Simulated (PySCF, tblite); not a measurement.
Problem. What does the GFN2-xTB structure of `CC[C-](Cl)C#N` look like in three dimensions? (Charge -1.)

Solution. 
```
atom  x, y, z in Å
C1    -1.243    0.402    0.219
C2    -0.292   -0.562   -0.512
C3     1.122   -0.567   -0.007
Cl4    1.204   -1.238    1.686
C5     1.901    0.545   -0.162
N6     2.689    1.363   -0.443
H7    -2.254    0.356   -0.194
H8    -1.288    0.144    1.276
H9    -0.874    1.423    0.130
H10   -0.254   -0.286   -1.573
H11   -0.705   -1.577   -0.445
```

Orientation and origin are arbitrary. Atoms count from 1 in this order. The C–C distances run from 1.366 Å (C3–C5, drawn single) to 1.539 Å (C1–C2, drawn single), a spread of 0.173 Å. Of the pairs four or more bonds apart, Cl4···H8 is among the closest relative to their van der Waals radii: 2.88 Å, 98 % of the sum of Bondi's values. C3 (carbon bonded to 2 C and Cl) is pyramidal (angles 119.7°, 112.3° and 110.8°, sum 342.9°, 0.37 Å off the plane of its three neighbours).

Bonds between heavy atoms (Å): C1–C2 1.539, C2–C3 1.502, C3–Cl4 1.823, C3–C5 1.366, C5≡N6 1.170.

Structure optimised with GFN2-xTB, isolated species.

Point group: C1 (no symmetry element, even within 0.4 Å). Its GFN2-xTB frequencies are all real (lowest 80 cm⁻¹). Torsions: C1–C2–C3–Cl4 67°.

One conformer stands for the species.

All values are computed, not measured.
